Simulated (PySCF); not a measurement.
# Dipole moment and polarisability of `C[C@H]1C=C1Cl`

C₄H₅Cl.
Atom-mapped SMILES: `[CH3:1][C@H:2]1[CH:3]=[C:4]1[Cl:5]` (hydrogens: H6, H7, H8 on C1; H9 on C2; H10 on C3)

Cartesian coordinates in Å at the GFN2-xTB level; atoms count from 1:
```xyz
10
C4H5Cl angstrom
C     -1.2543   -0.0995    0.3408
C     -0.0293   -0.0570   -0.5444
C      1.1201    0.8855   -0.2398
C      1.3240   -0.3762    0.0047
Cl     2.3216   -1.6084    0.5576
H     -0.9917    0.1543    1.3648
H     -2.0021    0.6079   -0.0131
H     -1.6956   -1.0947    0.3310
H     -0.2396   -0.2996   -1.5838
H      1.4558    1.8925   -0.2404
```

Level: wB97X-D/def2-SVPD (PySCF), static field, nuclei fixed, core orbitals frozen in the response. The polarisability tensor in these axes (au):

```
x   66.74 -7.58  4.57
y   -7.58 64.11 -5.00
z    4.57 -5.00 48.86
```

Question: Give the principal values, the mean and the anisotropy Δα = √{½[(α1 − α2)² + (α2 − α3)² + (α1 − α3)²]}.

Answer: Principal values 47.06, 57.80 and 74.85 au; mean 59.90 au = 8.88 Å³ = 9.88 × 10⁻⁴⁰ C²·m²/J; Δα = 24.28 au (41 % of the mean).

Question: What is the dipole moment, and where does it point?

Answer: (-0.60, 0.96, -0.28) D, 1.17 D in size, pointing from the negative to the positive side. Measured along this direction, the outermost atoms are Cl5 at the negative end and H7 at the positive end.

Question: In a dilute gas of rigid molecules at 400 K, how does the orientational term μ²/3kT compare with the electronic polarisability?

Answer: In Gaussian units μ²/3kT = 8.22 Å³ against 8.88 Å³, a ratio of 0.93; the Debye molar polarisation (4π/3)N_A(α + μ²/3kT) is 43.1 cm³/mol, leaving out the vibrational part.

Question: Rayleigh depolarisation ratio (linearly polarised light, static tensor)?

Answer: ρ = 3Δα²/(45ᾱ² + 4Δα²) = 1768.0/(161485 + 2357.4) = 0.0108.

Question: In TDDFT the mean static polarisability is Σ f/ω² over all singlet excitations (ω in hartree). How much of it do the 8 lowest give? Their energies (eV) and oscillator strengths: 6.24, 0.1146; 6.36, 0.0026; 6.76, 0.0033; 7.21, 0.0012; 7.46, 0.0103; 7.73, 0.0543; 7.98, 0.0246; 8.31, 0.0170.

Answer: They add up to 3.58 au, 6.0 % of the 59.90 au; the largest single term is 2.18 au, from the state at 6.24 eV. Terms in order: 2.18, 0.05, 0.05, 0.02, 0.14, 0.67, 0.29, 0.18 au. Higher excitations give the rest. The strengths listed sum to 0.228.

Isolated species at its GFN2-xTB geometry, gas phase.

These values come from a run that also computed excited states. On an Arm Neoverse N1 with one thread, on a shared host, this took 22 s of wall time.
